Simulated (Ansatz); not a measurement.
Reaction: CH5Si (SMILES C[SiH2], doublet) → CH5Si- (SMILES C[SiH2-]) (an electron is taken up)
Each species at its own B3LYP-D3(BJ)/def2-TZVP minimum (Ansatz, a first-principles code).

Total energies in hartree (Ansatz). Open shells are spin-unrestricted; no spin-orbit coupling. Correlated methods leave the cores frozen. No relativity.

| species | HF/aug-cc-pV(T+d)Z | CCSD(T)/aug-cc-pV(T+d)Z | HF/aug-cc-pV(Q+d)Z | CCSD(T)/aug-cc-pV(Q+d)Z | CCSD(T)/aug-cc-pV(D+d)Z | CCSDT(Q)/aug-cc-pV(D+d)Z |
|---|---|---|---|---|---|---|
| 1: CH5Si (SMILES C[SiH2], doublet) | -329.70399 | -330.04699 | -329.70944 | -330.06573 | -329.97492 | -329.97630 |
| 2: CH5Si- (SMILES C[SiH2-]) | -329.69892 | -330.08588 | -329.70414 | -330.10492 | -330.01158 | -330.01327 |

Q: Work out the adiabatic electron affinity (electronic), positive where energy is released in eV: take Hartree-Fock from aug-cc-pV(Q+d)Z, extrapolate the CCSD(T) correlation energy as X^-3 (X = 3, 4), and add CCSDT(Q) - CCSD(T) in aug-cc-pV(D+d)Z. 1 hartree = 27.211 eV.

A: 
Species 1: correlation (64·(-0.35629) - 27·(-0.34300))/37 = -0.36599; step -0.00138; E1 = -329.70944 + (-0.36599) + (-0.00138) = -330.07681
Species 2: correlation (64·(-0.40078) - 27·(-0.38696))/37 = -0.41086; step -0.00169; E2 = -329.70414 + (-0.41086) + (-0.00169) = -330.11669
+1·E1 -1·E2 = 0.03988 hartree = 1.09 eV.
